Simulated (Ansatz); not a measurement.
# Relative stability

Two relaxed structures of CH₂BS, doublet (PBE0-D4/def2-TZVP; forces vanish, vibrations not checked).

A:

```csv
atom,x (Å),y (Å),z (Å)
C1,-0.3399,0.4769,-0.3494
B2,0.3938,-0.5525,0.4049
S3,1.2006,-1.6843,1.2341
H4,-0.5082,1.4721,0.0474
H5,-0.7463,0.2879,-1.3370
```

B:

```xyz
5
angstrom
C -0.1342 0.4466 0.0531
B 0.5654 -0.4681 0.7569
S 1.4721 -1.5684 1.7549
H -0.6889 1.1645 -0.5124
H 1.5347 -2.5861 0.8739
```

Computed with Ansatz 0.2.0 (basis: def2-TZVPP); correlated methods freeze the cores; orbitals are unrestricted. B3LYP uses VWN-RPA correlation.

**Question.** Which structure is lower at CCSD(T), and by how much? (To be estimated.)

**Answer.** Computed: A, by 190.2 kJ/mol (electronic energy, against the other). By their contacts, A is CH₂BS ([CH2][B][S]) and B is CH₂BS ([CH][B][SH]).

All methods give the same order:

```csv
method,E(B) − E(A) (kJ/mol)
PBE-D4,186.0
r2SCAN-D4,193.8
PBE0-D4,189.1
B3LYP-D4,189.0
wB97M-V,184.2
HF,195.8
MP2,201.9
CCSD,188.4
CCSD(T),190.2
```

The T1 diagnostic stays at or below 0.027. ⟨S²⟩ of the unrestricted Hartree–Fock references: 0.80 to 0.81 (a pure state has 0.75). The unrestricted reference is spin-contaminated, which hurts MP2 most.

Labels in which every atom is bracketed show which atoms are joined, not bond orders.

For scale, one of the runs: CCSD(T)/def2-TZVPP, 132 basis functions, launched by `ansatz run in.yaml --threads 2 --pin off --events-out ev --progress --plain --max-ram 4352MiB`. Hardware: 2 CPU threads of an Intel Xeon Platinum 8259CL, shared host. Wall time 28 s; peak host memory 1.4 GiB.
